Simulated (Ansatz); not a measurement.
Program: Ansatz. Geometries: PBE0-D4/def2-TZVP. ΔE: electronic, gas phase. CBS: MP2 limit from def2 TZ/QZ plus the TZ coupled-cluster correction, frozen cores. This one scheme is used for every species. Functionals use def2-TZVPP. B3LYP here is the variant with VWN-RPA as its local correlation; programs differ in this. Triplets are unrestricted, without spin–orbit coupling. Each species was taken in one conformer, which may not be the lowest.

`CCC(CC)CC` → `CCC(C)CC` + `[CH2]` (triplet)  (formal loss of a carbene)

`CCC(CC)CC`:

Cartesian coordinates in Å:
```
C -0.853 -1.068 2.174
C -0.650 -1.194 0.673
C -0.020 0.035 0.016
C 1.464 0.147 0.368
C 2.068 1.517 0.108
C -0.226 0.015 -1.499
C -1.649 0.313 -1.943
H -1.306 -1.972 2.588
H 0.087 -0.903 2.705
H -1.515 -0.229 2.408
H -1.618 -1.398 0.207
H -0.021 -2.066 0.453
H -0.528 0.926 0.413
H 1.606 -0.101 1.424
H 2.013 -0.617 -0.197
H 1.560 2.285 0.698
H 1.995 1.808 -0.943
H 3.127 1.539 0.378
H 0.443 0.745 -1.966
H 0.086 -0.966 -1.880
H -1.737 0.286 -3.032
H -2.366 -0.408 -1.542
H -1.961 1.307 -1.610
```

`CCC(C)CC`:

Z-matrix (Å, degrees):
```
C
C 1 1.521
H 1 1.093 2 111.8
H 1 1.092 2 110.6 3 -119.5
H 1 1.093 2 111.8 3 120.9
C 2 1.531 1 115.6 3 -60.0
H 2 1.096 1 109.0 3 177.6
H 2 1.096 1 109.0 3 62.3
C 6 1.528 2 111.8 1 -63.5
C 6 1.523 2 111.8 1 63.2
H 6 1.099 2 106.3 1 -179.8
C 9 1.520 6 114.2 2 -168.6
H 9 1.096 6 108.5 2 -46.8
H 9 1.096 6 109.4 2 68.6
H 10 1.092 6 111.6 2 170.8
H 10 1.094 6 111.4 2 -69.1
H 10 1.093 6 111.0 2 51.0
H 12 1.092 9 111.9 6 -64.0
H 12 1.093 9 111.2 6 176.0
H 12 1.094 9 111.0 6 56.2
```

`[CH2]` (triplet):

Z-matrix (Å, degrees):
```
C
H 1 1.079
H 1 1.079 2 134.9
```

```tsv
level	ΔE (eV)
B3LYP-D4	4.40
PBE	4.48
PBE0	4.40
CCSD/def2-TZVPP	4.27
```

What does CCSD(T)/CBS give? (An estimate is asked.)

Ansatz gave: +4.50 eV. The listed levels differ from it by -0.10, -0.02, -0.10, -0.23 eV.

Largest T1 diagnostic among the species: 0.011.

The D4 term adds +0.11 eV with B3LYP and +0.06 eV with PBE0; it sums over pairs of atoms, weighted by their polarisabilities, and B3LYP, whose exchange is more repulsive, gets the larger term. From PBE to PBE0 (25 % exact exchange), in def2-TZVPP and without D4, ΔE moves by −0.08 eV.
